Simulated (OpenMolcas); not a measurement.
# H2O2 (hydrogen peroxide): levels of theory compared

Wanted: a comparison of 6 runs (HF/STO-3G, B2PLYP/STO-3G, PBE0/STO-3G, MP2/STO-3G, ACPF/STO-3G, CISD/STO-3G) of H2O2 (hydrogen peroxide). 

The calculation is run with OpenMolcas 26.06.

1 further run of the same task is left out (for a known fault of the program).

## 1. The system as given

The species is H2O2 (4 atoms), meant as a singlet with charge 0. SMILES: `OO`. Geometry: relaxed at PBE0-D4/def2-TZVP.

Bond lengths: O1–O2 1.426 Å, O1–H3 0.965 Å, O2–H4 0.965 Å. Angles: O1–O2–H4 101.1°, O2–O1–H3 101.1°.

## 2. A single-point energy at HF/STO-3G (run 1)

Input file coord.xyz:

```xyz
4

O     -0.486800    -0.581100     0.030600
O      0.048300     0.728400     0.206900
H      0.186400    -1.117000     0.467400
H      0.252100     0.969800    -0.704900
```

Input file job.input:

```
* H2O2 Hartree-Fock
&GATEWAY
BasLib=$CurrDir
Coord=coord.xyz
Basis=STO-3G
Group=NoSym
&SEWARD
&SCF
Thresholds=1e-10 1e-07 1e-07 1e-05
PrOrbitals=1 1
```

The basis set STO-3G is read from a file made from the Basis Set Exchange's data (not shown).

The run is started by

```sh
$ export MOLCAS_MEM=1860
$ pymolcas job.input > job.log
```

Log:

```text
--- Start Module: gateway ---
[...]
--- Stop Module: gateway /rc=_RC_ALL_IS_WELL_ ---
--- Start Module: seward ---
[...]
      Basis functions           12
--- Stop Module: seward /rc=_RC_ALL_IS_WELL_ ---
--- Start Module: scf ---
[...]
       Convergence after  10 Iterations
[...]
::    Total SCF energy                               -148.7605406603
[...]
      Total spin, S                                     0.0000000000
[...]
      Total electronic charge=   18.000000
      Total            charge=   -0.000000
[...]
      Dipole Moment (debye):
      Origin of the operator (angstrom)=   -0.1933    0.0649    0.1047
                   X=  1.3202E+00               Y= -4.4327E-01               Z= -7.1499E-01           Total=  1.5654E+00
      Quadrupole Moment (debye*angstrom):
[...]
--- Stop Module: scf /rc=_RC_ALL_IS_WELL_ ---
[...]
```

Wall time 1.3 s (1 thread of Arm Neoverse V2, shared host); peak memory 0.37 GiB.

## 3. A single-point energy at B2PLYP/STO-3G (run 2)

coord.xyz is that of step 2.

Input file job.input:

```
&gateway
baslib
$CurrDir
coord
coord.xyz
basis
STO-3G
group
NoSym
&seward
gridinput
Grid=UltraFine
End of Grid
&scf
ksdft
B2PLYP_SCF
thresholds
1e-10 1e-07 1e-07 1e-05
prorbitals
1 1
&mbpt2
frozen
2
```

The basis set STO-3G is read from a file made from the Basis Set Exchange's data (not shown).

The run is started by

```sh
$ export MOLCAS_MEM=1860
$ pymolcas job.input > job.log
```

Log:

```text
--- Start Module: gateway ---
[...]
--- Stop Module: gateway /rc=_RC_ALL_IS_WELL_ ---
[...]
      Basis functions           12
[...]
--- Start Module: scf ---
[...]
       Convergence after  10 Iterations
[...]
::    Total KS-DFT energy                            -149.2194325310
[...]
      Total spin, S                                     0.0000000000
[...]
      Total electronic charge=   18.000000
      Total            charge=   -0.000000
[...]
      Dipole Moment (debye):
      Origin of the operator (angstrom)=   -0.1933    0.0649    0.1047
                   X=  1.2960E+00               Y= -4.3514E-01               Z= -7.0187E-01           Total=  1.5367E+00
      Quadrupole Moment (debye*angstrom):
[...]
--- Stop Module: scf /rc=_RC_ALL_IS_WELL_ ---
[...]
--- Start Module: mbpt2 ---
[...]
 ###    WARNING: MP2 implementation intended for RHF references only         ###
 ###############################################################################
MBPT2 WARNING: Reference function according to RunFile:KS-DFT
I'll assume you know what you're doing and continue
WARNING!
Default frozen orbitals as non valence orbitals is overwritten by user input.
Default values:   2
[...]
       Reference weight ( Cref**2 )         =        0.94818
::    Total MBPT2 energy                             -149.3184797758
[...]
      Total MBPT2 calculations                           0.03      0.03
--- Stop Module: mbpt2 /rc=_RC_ALL_IS_WELL_ ---
[...]
```

Wall time 2.6 s (1 thread of Arm Neoverse V2, shared host); peak memory 0.37 GiB.

Run 3 isn't shown in full; the table further down has it.

## 4. A single-point energy at MP2/STO-3G (run 4)

coord.xyz is that of step 3.

Input file job.inp:

```
* H2O2 MP2
>>> EXPORT MOLCAS_PRINT=2

&GATEWAY
 BasLib = $CurrDir
 Coord = coord.xyz
 Basis = STO-3G
 Group = NoSym

&SEWARD

&SCF
 Thresholds = 1e-10 1e-07 1e-07 1e-05
 PrOrbitals = 1 1

&MBPT2
 Frozen = 2
```

The basis set STO-3G is read from a file made from the Basis Set Exchange's data (not shown).

The run is started by

```sh
$ export MOLCAS_MEM=1860
$ pymolcas job.inp > job.log
```

Log:

```text
--- Start Module: gateway ---
[...]
--- Stop Module: gateway /rc=_RC_ALL_IS_WELL_ ---
[...]
      Basis functions           12
[...]
--- Start Module: scf ---
[...]
       Convergence after  10 Iterations
[...]
::    Total SCF energy                               -148.7605406603
[...]
      Total spin, S                                     0.0000000000
[...]
      Total electronic charge=   18.000000
      Total            charge=   -0.000000
[...]
      Dipole Moment (debye):
      Origin of the operator (angstrom)=   -0.1933    0.0649    0.1047
                   X=  1.3202E+00               Y= -4.4327E-01               Z= -7.1499E-01           Total=  1.5654E+00
      Quadrupole Moment (debye*angstrom):
[...]
--- Stop Module: scf /rc=_RC_ALL_IS_WELL_ ---
--- Start Module: mbpt2 ---
[...]
WARNING!
Default frozen orbitals as non valence orbitals is overwritten by user input.
Default values:   2
[...]
       Reference weight ( Cref**2 )         =        0.96915
::    Total MBPT2 energy                             -148.8365450966
[...]
      Total MBPT2 calculations                           0.03      0.03
--- Stop Module: mbpt2 /rc=_RC_ALL_IS_WELL_ ---
[...]
```

It took 1.4 s on 1 thread of Arm Neoverse V2, shared host; peak memory 0.37 GiB.

Run 5 isn't shown in full; the table further down has it.

## 5. The energy at CISD/STO-3G (run 6)

coord.xyz is that of step 4.

Input file job.inp:

```
* H2O2 CISD
>>> EXPORT MOLCAS_PRINT=2
&GATEWAY
BASLIB=$CurrDir
COORD=coord.xyz
BASIS=STO-3G
GROUP=NoSym
&SEWARD
&SCF
THRESHOLDS=1e-10 1e-07 1e-07 1e-05
PRORBITALS=1 1
&MOTRA
FROZEN=2
&GUGA
ELECTRONS=14
SPIN=1
INACTIVE=7
ACTIVE=0
CIALL=1
&CPF
SDCI
```

The basis set STO-3G is read from a file made from the Basis Set Exchange's data (not shown).

The run is started by

```sh
$ export MOLCAS_MEM=1860
$ pymolcas job.inp > job.log
```

Log:

```text
--- Start Module: gateway ---
[...]
--- Stop Module: gateway /rc=_RC_ALL_IS_WELL_ ---
[...]
      Basis functions           12
[...]
       Convergence after  10 Iterations
[...]
::    Total SCF energy                               -148.7605406603
[...]
      Total spin, S                                     0.0000000000
[...]
      *** WARNING: Default frozen orbitals is overwritten by user input.
      *** Default values:   2
[...]
--- Start Module: guga ---
[...]
--- Stop Module: guga /rc=_RC_ALL_IS_WELL_ ---
--- Start Module: cpf ---
[...]
      Active orbitals                            0       0
[...]
      Spin quantum number                      0.0
[...]
     FINAL CI ENERGY          -148.86129245
     FINAL CORRELATION ENERGY   -0.10075179  REFERENCE ENERGY    -148.76054066
[...]
     REL. CI ENERGY           -148.86129245
[...]
      Total electronic charge=   18.000000
      Total            charge=   -0.000000
[...]
      Dipole Moment (debye):
      Origin of the operator (angstrom)=   -0.1933    0.0649    0.1047
                   X=  1.2298E+00               Y= -4.1293E-01               Z= -6.6605E-01           Total=  1.4583E+00
      Quadrupole Moment (debye*angstrom):
[...]
--- Stop Module: cpf /rc=_RC_ALL_IS_WELL_ ---
[...]
```

Wall time 1.4 s (1 thread of Arm Neoverse V2, shared host); peak memory 0.37 GiB.

## 6. The series

| run | level | frozen core orbitals | integration grid | energy (Eh) | dipole moment (D) of the reference | HOMO energy (eV) | LUMO energy (eV) | wall time |
| --- | --- | --- | --- | --- | --- | --- | --- | --- |
| 1 | HF/STO-3G | – | – | -148.760541 | 1.57 | -9.92 | 13.16 | 1.3 s |
| 2 | B2PLYP/STO-3G | 2 | UltraFine | -149.246175 | 1.54 | -6.21 | 8.95 | 2.6 s |
| 3 | PBE0/STO-3G | – | UltraFine | -149.310305 | 1.52 | -3.84 | 6.53 | 2.5 s |
| 4 | MP2/STO-3G | 2 | – | -148.836545 | 1.57 | -9.92 | 13.16 | 1.4 s |
| 5 | ACPF/STO-3G | 2 | – | -148.866814 | 1.57 | -9.92 | 13.16 | 1.4 s |
| 6 | CISD/STO-3G | 2 | – | -148.861292 | 1.57 | -9.92 | 13.16 | 1.4 s |

## 7. What came out

| quantity | value |
| --- | --- |
| run 6: total energy | -148.86129 Eh |
| run 6: dipole moment (mean-field density) | 1.57 D |
| run 6: HOMO energy (Hartree–Fock orbitals) | -9.92 eV |
| run 6: LUMO energy (Hartree–Fock orbitals) | 13.16 eV |
| run 6: HOMO–LUMO gap (Hartree–Fock orbitals) | 23.08 eV |
| run 6: correlation energy (2 core orbitals frozen) | -100.8 mEh |

In words: Below the HF energy at the same shape and in the same basis (STO-3G): MP2 -76.0 mEh; ACPF -106.3 mEh; CISD -100.8 mEh. Over runs 1, 2, 3 the dipole moment (its size) runs from 1.52 D (PBE0/STO-3G) to 1.57 D (HF/STO-3G). Over runs 1, 2, 3 the HOMO–LUMO gap runs from 10.37 eV (PBE0/STO-3G) to 23.08 eV (HF/STO-3G). Exact exchange widens orbital gaps. For B2PLYP the log adds the whole second-order term; the table takes 0.27 of it, as the functional is defined. Totals of different functionals can't be ranked against each other. In runs 1, 2, 3, 4, 5, 6 the basis is minimal, so the values are rough. All runs together took 11 s, the longest 2.6 s.
